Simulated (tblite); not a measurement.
C₂H₇NP (charge -1).
Atom-mapped SMILES: `[CH3:1][N:2]([CH3:3])[PH-:4]` (hydrogens: H5, H6, H7 on C1; H8, H9, H10 on C3; H11 on P4)

Cartesian coordinates in Å at the GFN2-xTB level; atoms count from 1:
```xyz
11
C2H7NP angstrom
C      0.717   -0.964   -0.378
N     -0.056    0.232   -0.576
C     -1.185    0.280    0.314
P      0.887    1.724   -0.667
H      1.106   -1.066    0.653
H      0.095   -1.846   -0.593
H      1.565   -0.943   -1.060
H     -1.717    1.215    0.144
H     -0.899    0.236    1.382
H     -1.856   -0.567    0.107
H      1.348    1.701    0.648
```

Method: GFN2-xTB as coded in tblite; computed harmonic values from a numerical Hessian at the method's own geometry, unscaled. Against measured fundamentals such values can be off by several per cent, at times by over 20. Modes of hydrogen on phosphorus can be 10 to 20 % off. One conformer, not necessarily the lowest.

Harmonic wavenumbers (cm⁻¹): 204.1, 232.2, 274.9, 307.4, 346.6, 377.5, 622.5, 898.5, 951.9, 1033.3, 1076.0, 1134.5, 1187.1, 1220.0, 1389.6, 1404.5, 1479.3, 1488.8, 1504.0, 1507.5, 2092.5, 2751.1, 2758.6, 2830.3, 2843.1, 3010.5, 3011.5.

A = 9127, B = 4717, C = 3397 MHz; mass 76.032 u (most abundant isotopes); point group Cs, symmetry number 1.

What is the zero-point energy?

½Σν̃ = 18969 cm⁻¹ = 54.23 kcal/mol.

Entropy at 500 K, 1 bar (ideal gas, RRHO, classical rotation)?

Translation 41.50, rotation 26.74, vibration 19.56: S = 87.8 cal/(mol K).

And Cp and H(500 K) − H(0)?

Cp = 31.03 cal/(mol K), of which vibrations give 23.08 (their classical limit is 27 R = 53.7); H(500 K) − H(0) = 9.62 kcal/mol without the zero-point energy, 5.65 from vibrations.

How do the functions run with temperature in this model?

```
T (K)  S (cal/(mol K))  Cp (cal/(mol K))  H − H(0) (kcal/mol)  G − H(0) (kcal/mol)  ln q(vib)
  100             56.7              11.5                 0.89                -4.78       0.13
  200             66.6              17.2                 2.35               -10.96       0.91
  300             74.4              21.9                 4.31               -18.02       1.93
  800            104.7              41.1                20.55               -63.24       7.56
 1000            114.4              45.7                29.26               -85.18       9.75
```

q(vib) and H(0) count from the zero-point level.

What must be added to the electronic energy to get the Gibbs energy at 500 K and 1 bar?

ZPE + [H(500 K) − H(0)] − T·S = 54.23 + 9.62 − 43.90 = 19.95 kcal/mol.

Which modes carry the vibrational entropy at 500 K?

204.1 cm⁻¹: 3.07; 232.2 cm⁻¹: 2.83; 274.9 cm⁻¹: 2.50; 307.4 cm⁻¹: 2.29; 346.6 cm⁻¹: 2.07; 377.5 cm⁻¹: 1.92 cal/(mol K); the other 21 give 4.88 together.

Hindered rotation and anharmonicity are outside this model. Other conformers, if any are populated, would add a mixing term that is left out.
